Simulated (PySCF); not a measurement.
## Potential energy of SF along the bond

Set-up: PySCF, no relativity, basis sets S def2-TZVPPD, F def2-TZVPPD. Energies in eV from S + F in their ground configurations at the same level. State: ²Π (doublet), unpaired electrons π ↑.

All columns are PBE0. A positive dipole means S(−)F(+).

| R (Å) | E (eV) | μ (D) | Mulliken charge on S (basis-dependent) | HOMO (eV) | LUMO (eV) | Mayer bond order | ⟨S²⟩ |
| --- | --- | --- | --- | --- | --- | --- | --- |
| 1.375 | -2.446 | 0.55 | 0.02 | -6.44 | -3.58 | 1.14 | 0.76 |
| 1.439 | -3.131 | 0.16 | 0.06 | -6.71 | -3.84 | 1.11 | 0.76 |
| 1.503 | -3.504 | -0.21 | 0.10 | -6.96 | -4.08 | 1.08 | 0.76 |
| 1.551 | -3.633 | -0.47 | 0.13 | -7.14 | -4.25 | 1.06 | 0.76 |
| 1.599 | -3.667 | -0.72 | 0.15 | -7.30 | -4.41 | 1.04 | 0.76 |
| 1.647 | -3.627 | -0.96 | 0.17 | -7.46 | -4.56 | 1.03 | 0.76 |
| 1.711 | -3.489 | -1.27 | 0.20 | -7.66 | -4.74 | 1.01 | 0.76 |
| 1.791 | -3.223 | -1.62 | 0.24 | -7.88 | -4.95 | 0.98 | 0.76 |
| 1.887 | -2.823 | -2.01 | 0.28 | -8.12 | -5.17 | 0.95 | 0.76 |
| 2.015 | -2.231 | -2.47 | 0.33 | -8.39 | -5.40 | 0.91 | 0.76 |

A fit through these points gives, at Re = 1.595 Å, μ = -0.70 D and dμ/dR = -5.15 D/Å; the reduced mass is 11.92 u.

**Question.** How strong is the fundamental in the double-harmonic approximation, I = 42.26·(dμ/dR)²/μred km/mol?

**Answer.** I = 42.26·(-5.15)²/11.92 = 94.0 km/mol at PBE0.

The state is the lowest determinant that a PBE0 search found; another state may lie lower at other levels.
